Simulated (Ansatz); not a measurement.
# AlSiH₃ (triplet): from Hartree-Fock to the top rungs at distance Al1–H4 along a hydrogen transfer = 2.189 Å, cc-pVDZ

An exercise on one series of results from a longer session: the logs are not shown, and one member is left open.

Method: cc-pVDZ, core rule «outside noble gas», up to 10 orbitals frozen; program: Ansatz 0.2.0, Gaussian basis.

Plan: UHF; CCSD(T) on ROHF; CCSD(T) on UHF; BCCD(T) on ROHF; CISD; CCSDT(Q) on ROHF; CCSDT(Q) on UHF; CASSCF and MRCISD+Q, 4 electrons in 4 orbitals; CASSCF and NEVPT2, 4 electrons in 4 orbitals.

16 further runs of the same task are left out: 7 for a known fault of the program, 2 for a mislabelled method, 6 that didn't finish, 1 set aside as unsound or not needed.

## The system

The geometry derives from fragments relaxed apart (PBE0/def2-TZVP) and kept rigid, so it is no stationary point. A hydrogen atom is moved between rigid fragments.

5 atoms, charge 0, spin multiplicity 3.

Atoms are counted from 1 here; the program's logs count them from 0.

Bond lengths: Al1–H2 1.586 Å, Al1–H3 1.586 Å, H4–Si5 1.681 Å. Angles: H2–Al1–H3 120.0°.

Set-up of the first run:

in.yaml

```yaml
crystal:
  periodic: [false, false, false]
  atoms:
    - {symbol: Al, position_ang: [-1.881515, 0.000000, 0.000000]}
    - {symbol: H, position_ang: [-2.674439, 1.373384, 0.000000]}
    - {symbol: H, position_ang: [-2.674439, -1.373384, 0.000000]}
    - {symbol: H, position_ang: [0.307485, 0.000000, 0.000000]}
    - {symbol: Si, position_ang: [1.988485, 0.000000, 0.000000]}
basis:
  gaussian: {orbitals: cc-pVDZ}
magnetization: {spin_polarized: true, initial_magnetization: 2}
hamiltonian: {xc: hf}
output: {orbitals: {seedname: orbitals}}
```

On the command line:

```console
ansatz run in.yaml --threads 1 --pin off --events-out ev --progress --plain --max-ram 2393MiB
```

Among the steps run: UHF; CCSD(T) on ROHF; CCSD(T) on UHF; BCCD(T) on ROHF; CISD; CCSDT(Q) on ROHF; CCSDT(Q) on UHF; CASSCF and MRCISD+Q, 4 electrons in 4 orbitals; CASSCF and NEVPT2, 4 electrons in 4 orbitals.

One table of the session follows, with a row left open; its other results are not shown here.

| method | from UCCSDT(Q) (meV) |
| --- | --- |
| ROHF | +5123.5 |
| UHF | +4977.8 |
| RMP2 | +1324.2 |
| UMP2 | +1317.6 |
| CISD | +584.8 |
| RCCSD | +185.4 |
| UCCSD | +180.3 |
| RCCSD(T) | +54.0 |
| UCCSD(T) | +53.6 |
| BCCD(T) | +54.5 |
| RCCSDT | +9.8 |
| UCCSDT | ? |
| RCCSDT(Q) | +1.1 |
| UCCSDT(Q) | 0 |
| CASSCF pair | +4634.9 |
| NEVPT2 pair | +1320.4 |
| MRCISD pair | +496.4 |
| MRCISD+Q pair | +15.2 |

Q: Estimate the row for UCCSDT from the others.

As computed: from UCCSDT(Q) (meV): +9.4. In the column «from UCCSDT(Q) (meV)» it lies between RCCSDT(Q) (+1.1) and RCCSDT (+9.8).

Limits of these values: Restricted and unrestricted rows rest on different reference determinants; where their highest levels disagree by more than a few hundredths of an eV, they describe different states and don't form one ladder.
